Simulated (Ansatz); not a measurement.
1T (CdI2-type) PtSe₂, treated with r²SCAN+rVV10 (PAW; Ansatz, a quantum-chemistry and plane-wave program).

Run with plane-wave cutoff 600 eV, 12×12×8 k mesh (along the axes of the cell as run), Fermi–Dirac smearing 0.01 eV, scalar-relativistic PAW data made under PBE.

Starting structure:

```
PtSe2
1.0
    3.73000     0.00000     0.00000
   -1.86500     3.23027     0.00000
    0.00000     0.00000     5.08000
Pt Se
1 2
Direct
  0.00000   0.00000   0.00000
  0.33333   0.66667   0.25500
  0.66667   0.33333   0.74500
```

**Question.** Into what structure does the relaxation of cell and atoms lead at this level, with the symmetry of the start kept?

**Answer.** The volume increases by 4.0 %; final space group P-3m1.
```
PtSe2
1.0
    3.72719     0.00000     0.00000
   -1.86360     3.22784     0.00000
    0.00000     0.00000     5.29334
Pt Se
1 2
Direct
  0.00000   0.00000   0.00000
  0.33333   0.66667   0.24562
  0.66667   0.33333   0.75438
```

Note: the solid has no gap at this level, which affects its response.
